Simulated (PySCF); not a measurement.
# H2S2 (SMILES SS): levels of theory compared

We compute a comparison of 6 runs (B3LYP/6-31G*, B3LYP/def2-TZVPP, M06-2X/def2-TZVPP, wB97X/def2-TZVPP, SCS-MP2/def2-TZVPP, CCSD(T)/def2-TZVPP) of H2S2. 

Program for the calculation: PySCF 2.14.0.

1 further run of the same task is left out (set aside as unsound or not needed).

### Step 1. The system as given

The species is H2S2 (4 atoms), meant as a singlet with charge 0. SMILES: `SS`. Geometry: relaxed at PBE0-D4/def2-TZVP.

Bond lengths: S1–S2 2.046 Å, S1–H3 1.347 Å, S2–H4 1.347 Å. Angles: S1–S2–H4 98.6°, S2–S1–H3 98.6°.

### Step 2. A single-point energy at B3LYP/6-31G(d) (spherical functions) (run 1)

File input.py:

```python
from pyscf import gto, dft

mol = gto.Mole()
mol.atom = 'S 0.784480 -0.789210 0.166690; S 0.060220 1.121560 0.067360; H -0.225420 -1.352590 0.856880; H -0.619290 1.020250 -1.090950'
mol.spin = 0
mol.verbose = 4
mol.basis = '6-31g*'
mol.max_memory = 1860
mol.build()

ks = dft.RKS(mol)
ks.xc = 'b3lyp'
ks.grids.level = 5
ks.conv_tol = 1e-10
ks.kernel()
if not ks.converged:
    ks = ks.newton().run(ks.mo_coeff, ks.mo_occ)

energy = ks.e_tot
print(f'total energy: {energy:.8f} hartree')
```

Command:

```console
$ OMP_NUM_THREADS=1 python input.py
```

Standard output:

```text
PySCF version 2.14.0

[INPUT] num. atoms = 4
[INPUT] num. electrons = 34
[INPUT] charge = 0
[INPUT] spin (= nelec alpha-beta = 2S) = 0
[INPUT] symmetry False subgroup None
[INPUT] Mole.unit = angstrom
[INPUT] Symbol           X                Y                Z      unit          X                Y                Z       unit  Magmom
[INPUT]  1 S      0.784480000000  -0.789210000000   0.166690000000 AA    1.482452350199  -1.491390754768   0.314998447704 Bohr   0.0
[INPUT]  2 S      0.060220000000   1.121560000000   0.067360000000 AA    0.113799307221   2.119441232267   0.127291951751 Bohr   0.0
[INPUT]  3 H     -0.225420000000  -1.352590000000   0.856880000000 AA   -0.425982062999  -2.556024658825   1.619268521617 Bohr   0.0
[INPUT]  4 H     -0.619290000000   1.020250000000  -1.090950000000 AA   -1.170288491682   1.927993078588  -2.061596715594 Bohr   0.0

nuclear repulsion = 85.4431434225536
number of shells = 20
number of NR pGTOs = 110
number of NR cGTOs = 40
basis = 6-31g*
ecp = {}

******** <class 'pyscf.dft.rks.RKS'> ********
method = RKS
initial guess = minao
damping factor = 0
level_shift factor = 0
DIIS = <class 'pyscf.scf.diis.CDIIS'>
diis_start_cycle = 1
diis_space = 8
diis_damp = 0
SCF conv_tol = 1e-10
SCF conv_tol_grad = None
SCF max_cycles = 50
direct_scf = True
direct_scf_tol = 1e-13
XC library pyscf.dft.libxc version 7.0.0
    S. Lehtola, C. Steigemann, M. J.T. Oliveira, and M. A.L. Marques.,  SoftwareX 7, 1–5 (2018)
XC functionals = b3lyp
    P. J. Stephens, F. J. Devlin, C. F. Chabalowski, and M. J. Frisch.,  J. Phys. Chem. 98, 11623 (1994)
radial grids:
    Treutler-Ahlrichs [JCP 102, 346 (1995); DOI:10.1063/1.469408] (M4) radial grids

becke partition: Becke, JCP 88, 2547 (1988); DOI:10.1063/1.454033
pruning grids: <function nwchem_prune>
grids dens level: 5
symmetrized grids: False
atomic radii adjust function: <function treutler_atomic_radii_adjust>
small_rho_cutoff = 0
Set gradient conv threshold to 1e-05
Initial guess from minao.
tot grids = 133176
init E= -797.673797434663
  HOMO = -0.279927597692748  LUMO = -0.0862663950230362  gap/eV = 5.26979
cycle= 1 E= -797.553925833205  delta_E= 0.12  |g|= 0.161  |ddm|= 2.09
  HOMO = -0.250147156518348  LUMO = -0.0234627775763316  gap/eV = 6.16840
cycle= 2 E= -797.558861715388  delta_E= -0.00494  |g|= 0.129  |ddm|= 0.565
  HOMO = -0.268355795277924  LUMO = -0.0423058312112106  gap/eV = 6.15113
cycle= 3 E= -797.564826363602  delta_E= -0.00596  |g|= 0.0171  |ddm|= 0.246
  HOMO = -0.266719072916683  LUMO = -0.0402791415369075  gap/eV = 6.16174
cycle= 4 E= -797.564909132049  delta_E= -8.28e-05  |g|= 0.00484  |ddm|= 0.0281
  HOMO = -0.26729795785808  LUMO = -0.0406546761338489  gap/eV = 6.16728
cycle= 5 E= -797.564916381328  delta_E= -7.25e-06  |g|= 0.000424  |ddm|= 0.00591
  HOMO = -0.267255397150636  LUMO = -0.0406257768336054  gap/eV = 6.16691
cycle= 6 E= -797.564916433962  delta_E= -5.26e-08  |g|= 0.00011  |ddm|= 0.000991
  HOMO = -0.267276061050742  LUMO = -0.0406436053371069  gap/eV = 6.16698
cycle= 7 E= -797.564916437928  delta_E= -3.97e-09  |g|= 1.04e-05  |ddm|= 0.000246
  HOMO = -0.267273637059744  LUMO = -0.0406413861163193  gap/eV = 6.16698
cycle= 8 E= -797.564916437965  delta_E= -3.66e-11  |g|= 2.08e-06  |ddm|= 1.92e-05
  HOMO = -0.26727392948668  LUMO = -0.0406417911824823  gap/eV = 6.16697
Extra cycle  E= -797.564916437969  delta_E= -3.87e-12  |g|= 1.09e-06  |ddm|= 5.02e-06
converged SCF energy = -797.564916437969
total energy: -797.56491644 hartree
```

Wall time 3.9 s (1 thread of Arm Neoverse V1, shared host); peak memory 0.25 GiB.

### Step 3. The energy at B3LYP/def2-TZVPP (run 2)

File start.xyz:

```xyz
4

S      0.784480    -0.789210     0.166690
S      0.060220     1.121560     0.067360
H     -0.225420    -1.352590     0.856880
H     -0.619290     1.020250    -1.090950
```

File input.py:

```python
from pyscf import gto, dft

mol = gto.M(
    atom='start.xyz',
    max_memory=1860,
    verbose=3,
    spin=0,
    basis='def2-tzvpp',
)

mf = dft.RKS(mol, xc='b3lyp')
mf.conv_tol = 1e-10
mf.grids.level = 5
mf.kernel()
if not mf.converged:
    mf = mf.newton().run(mf.mo_coeff, mf.mo_occ)

etot = mf.e_tot
print('E = %.10f Eh' % etot)
```

Command:

```console
$ OMP_NUM_THREADS=1 python input.py
```

Standard output:

```text
converged SCF energy = -797.648712573746
E = -797.6487125737 Eh
```

Wall time 12 s (1 thread of Arm Neoverse V1, shared host); peak memory 0.58 GiB.

Runs 3 to 5 aren't shown in full; the table further down has their settings and results.

### Step 4. A single-point energy at CCSD(T)/def2-TZVPP (run 6)

File calc.py:

```python
from pyscf import gto, scf, cc

system = gto.M(
    atom='''
S    0.784480  -0.789210   0.166690
S    0.060220   1.121560   0.067360
H   -0.225420  -1.352590   0.856880
H   -0.619290   1.020250  -1.090950
''',
    max_memory=1860,
    basis='def2-tzvpp',
    verbose=4,
)

mf = scf.RHF(system)
mf.conv_tol = 1e-10
mf.kernel()
if not mf.converged:
    mf = mf.newton().run(mf.mo_coeff, mf.mo_occ)

mycc = cc.CCSD(mf, frozen=10)
mycc.kernel()
e_t = mycc.ccsd_t()
etot = mycc.e_tot + e_t
print('E = %.10f Eh' % etot)
```

Command:

```console
$ OMP_NUM_THREADS=1 python calc.py
```

Standard output:

```text
PySCF version 2.14.0

[INPUT] num. atoms = 4
[INPUT] num. electrons = 34
[INPUT] charge = 0
[INPUT] spin (= nelec alpha-beta = 2S) = 0
[INPUT] symmetry False subgroup None
[INPUT] Mole.unit = angstrom
[INPUT] Symbol           X                Y                Z      unit          X                Y                Z       unit  Magmom
[INPUT]  1 S      0.784480000000  -0.789210000000   0.166690000000 AA    1.482452350199  -1.491390754768   0.314998447704 Bohr   0.0
[INPUT]  2 S      0.060220000000   1.121560000000   0.067360000000 AA    0.113799307221   2.119441232267   0.127291951751 Bohr   0.0
[INPUT]  3 H     -0.225420000000  -1.352590000000   0.856880000000 AA   -0.425982062999  -2.556024658825   1.619268521617 Bohr   0.0
[INPUT]  4 H     -0.619290000000   1.020250000000  -1.090950000000 AA   -1.170288491682   1.927993078588  -2.061596715594 Bohr   0.0

nuclear repulsion = 85.4431434225536
number of shells = 40
number of NR pGTOs = 158
number of NR cGTOs = 112
basis = def2-tzvpp
ecp = {}

[... 41 lines left out ...]
converged SCF energy = -796.250250940656
[... 12 lines left out ...]
Init t2, MP2 energy = -796.607652129906  E_corr(MP2) -0.357401189249955
[... 13 lines left out ...]
CCSD converged
[... 2 lines left out ...]
E = -796.6625023197 Eh
```

Run time: 42 s. Hardware: 1 thread of Arm Neoverse V1, shared host; peak memory 0.78 GiB.

### Step 5. Overview of the runs

| run | level | integration grid | frozen core orbitals | energy (Eh) | dipole moment (D) of the reference | HOMO energy (eV) | LUMO energy (eV) | wall time |
| --- | --- | --- | --- | --- | --- | --- | --- | --- |
| 1 | B3LYP/6-31G* (spherical functions) | 5 | – | -797.564916 | 1.51 | -7.27 | -1.11 | 3.9 s |
| 2 | B3LYP/def2-TZVPP | 5 | – | -797.648713 | 1.18 | -7.27 | -1.14 | 12 s |
| 3 | M06-2X/def2-TZVPP | 5 | – | -797.570828 | 1.22 | -8.69 | 0.08 | 27 s |
| 4 | wB97X/def2-TZVPP | 5 | – | -797.603882 | 1.28 | -9.91 | 1.32 | 21 s |
| 5 | SCS-MP2/def2-TZVPP | – | 10 | -796.608688 | 1.29 | -10.38 | 2.87 | 3.3 s |
| 6 | CCSD(T)/def2-TZVPP | – | 10 | -796.662502 | 1.29 | -10.38 | 2.87 | 42 s |

### Step 6. Summary of results

```
                                           quantity          value
                                run 6: total energy  -796.66250 Eh
        run 6: dipole moment (Hartree–Fock density)         1.29 D
         run 6: HOMO energy (Hartree–Fock orbitals)      -10.38 eV
         run 6: LUMO energy (Hartree–Fock orbitals)        2.87 eV
       run 6: HOMO–LUMO gap (Hartree–Fock orbitals)       13.25 eV
run 6: correlation energy (10 core orbitals frozen)     -412.3 mEh
                              run 6: (T) correction     -17.88 mEh
                               run 6: T1 diagnostic          0.011
```

Over runs 1, 2, 3, 4 the dipole moment (its size) runs from 1.18 D (B3LYP/def2-TZVPP) to 1.51 D (B3LYP/6-31G*). Over runs 1, 2, 3, 4 the HOMO–LUMO gap runs from 6.14 eV (B3LYP/def2-TZVPP) to 11.23 eV (wB97X/def2-TZVPP). Totals of different functionals can't be ranked against each other. All runs together took 1.8 min, the longest 42 s.
